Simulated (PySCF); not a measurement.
TDDFT excited states: FNO

Species: nitrosyl fluoride, FNO.
SMILES: `O=NF`

Computed, not measured: TDDFT wB97X-D/def2-SVPD, vertical, gas phase, core orbitals frozen in the response in PySCF. Isolated species at its PBE0-D3(BJ)/def2-SVP geometry, gas phase.

Question: Predict the UV-vis stick spectrum at this level.

Answer: 

```csv
state,E (eV),E (hartree),f,|μ| (D),symmetry,"main configurations (H = HOMO, L = LUMO)"
S1,4.02,0.1476,0.0020,0.36,–,H→L (99%)
S2,6.25,0.2297,0.0003,0.11,–,H-1→L (98%)
S3,7.10,0.2610,0.0053,0.44,A′,"H-2→L (79%), H→L+1 (20%)"
S4,9.49,0.3487,0.078,1.48,A′,"H-1→L+1 (67%), H→L+1 (26%)"
S5,9.71,0.3567,0.0011,0.17,–,H-3→L (91%)
S6,9.91,0.3640,0.0012,0.18,–,H-2→L+1 (92%)
S7,10.00,0.3676,0.222,2.42,A′,"H→L+1 (42%), H-1→L+1 (28%), H-4→L (11%)"
S8,10.95,0.4023,0.0030,0.27,A″,H-5→L (98%)
S9,11.06,0.4065,0.042,1.00,A′,"H→L+2 (56%), H→L+4 (30%), H→L+3 (8%)"
S10,11.55,0.4246,0.023,0.72,A″,H→L+5 (99%)
```

Triplets, Tamm–Dancoff:

```csv
state,E (eV),λ (nm),"main configurations (H = HOMO, L = LUMO)"
T1,2.92,425.1,H→L (99%)
T2,5.77,214.8,"H-2→L (87%), H-4→L (10%)"
T3,5.83,212.8,H-1→L (94%)
T4,6.58,188.4,H→L+1 (94%)
```

The lowest singlet comes at 309 nm (388 kJ/mol) in the ultraviolet; it is very weak; its leading configuration is HOMO→LUMO (99%). The strongest level in the table is S7 at 10.00 eV (124 nm, f = 0.222). Löwdin shares by element: HOMO oxygen 39%, fluorine 31%, nitrogen 30%; LUMO nitrogen 52%, oxygen 40%, fluorine 8%. Orbital energies (eV): HOMO-3 -17.78, HOMO-2 -14.17, HOMO-1 -13.85, HOMO -11.89, LUMO -1.50, LUMO+1 2.34, LUMO+2 4.03. The listed states span 7.54 eV, and the widest gap between neighbours is 2.39 eV (S3 to S4). The oscillator strengths of these states sum to 0.378; summed over the whole spectrum of an exact calculation they would give the number of electrons, 24 (Thomas–Reiche–Kuhn). The vertical ionisation energy (ΔSCF) is 13.19 eV, 1.64 eV above S10. Symmetry labels in Cs follow from the direction of the transition dipole and are given only for states with f of 0.002 or more. Only the lowest 10 singlets were computed, as vertical energies without vibronic structure.
